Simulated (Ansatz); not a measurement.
Saddle point of CH$_{8}$OSi, closed shell (CH₆Si ([CH3][SiH3]) + H₂O → SiH₄O ([OH][SiH3]) + CH₄; bonds formed: Si1–O7, C2–H6; bonds broken: Si1–C2, H6–O7), PBE0-D4/def2-TZVP structure:

```json
{"atom": "Si1", "x (Å)": "-0.6641", "y (Å)": "0.7537", "z (Å)": "-0.2037"}
{"atom": "C2", "x (Å)": "0.5239", "y (Å)": "-0.7225", "z (Å)": "0.9238"}
{"atom": "H3", "x (Å)": "-1.6294", "y (Å)": "0.9880", "z (Å)": "-1.3338"}
{"atom": "H4", "x (Å)": "-1.6639", "y (Å)": "0.4448", "z (Å)": "0.8686"}
{"atom": "H5", "x (Å)": "0.0119", "y (Å)": "2.0183", "z (Å)": "0.1573"}
{"atom": "H6", "x (Å)": "0.7149", "y (Å)": "-0.4974", "z (Å)": "-0.4806"}
{"atom": "O7", "x (Å)": "0.5719", "y (Å)": "0.0999", "z (Å)": "-1.4726"}
{"atom": "H8", "x (Å)": "-0.1832", "y (Å)": "-1.5070", "z (Å)": "1.1912"}
{"atom": "H9", "x (Å)": "1.5159", "y (Å)": "-1.1869", "z (Å)": "0.8093"}
{"atom": "H10", "x (Å)": "0.6241", "y (Å)": "-0.0311", "z (Å)": "1.7624"}
{"atom": "H11", "x (Å)": "0.1780", "y (Å)": "-0.3600", "z (Å)": "-2.2221"}
```

Energies are electronic, without zero-point energy. Barriers and step energies count from the start structure reached by relaxing down the imaginary mode; all methods use the PBE0-D4 structures, on which another method's saddle can fall below an end. Computed with Ansatz 0.2.0 (basis: def2-TZVPP, with def2-QZVPP for the basis limit); correlated methods freeze the cores. B3LYP uses VWN-RPA correlation. Extrapolation: Hartree–Fock as exp(−7.88 √X), correlation as X^−2.97.

```csv
method,barrier (eV),step energy (eV)
SPW92,1.457,-0.719
PBE-D4,1.831,-0.763
BLYP-D4,2.022,-0.887
r2SCAN-D4,?,-0.869
B97M-V,2.151,-0.883
PBE0-D4,2.007,-0.796
B3LYP-D4,2.144,-0.908
r2SCAN0-D4,?,-0.873
BHLYP-D4,?,-0.960
CAM-B3LYP-D4,2.158,-0.932
wB97X-V,2.158,-0.872
wB97M-V,2.099,-0.855
B2PLYP,2.181,-0.934
PBE-QIDH,2.115,-0.856
RPA on PBE,2.190,-0.892
HF,2.904,-1.081
MP2,2.110,-0.899
CCSD,2.319,-0.900
CCSD(T),2.201,-0.876
```

Q: Fill in the withheld barriers. (Judge from chemistry; the value comes from the calculation.)

A: By the calculation: r2SCAN0-D4 2.069; r2SCAN-D4 1.950; BHLYP-D4 2.348 eV. Each is the energy of the saddle less that of the start structure, by the same method.

For comparison, the barrier by CCSD(T) at an estimated basis limit (MP2 extrapolated from triple and quadruple zeta, plus CCSD(T) − MP2 in triple zeta) is 2.187 eV.

The T1 diagnostic stays at or below 0.012.

Labels in which every atom is bracketed show which atoms are joined, not bond orders.

For scale, one of the runs: CCSD(T)/def2-TZVPP, 216 basis functions (an equivalent command: `ansatz run in.yaml --threads 4`). The run took 43 s on 4 CPU threads (shared host), with 3.2 GiB of host memory at its peak.
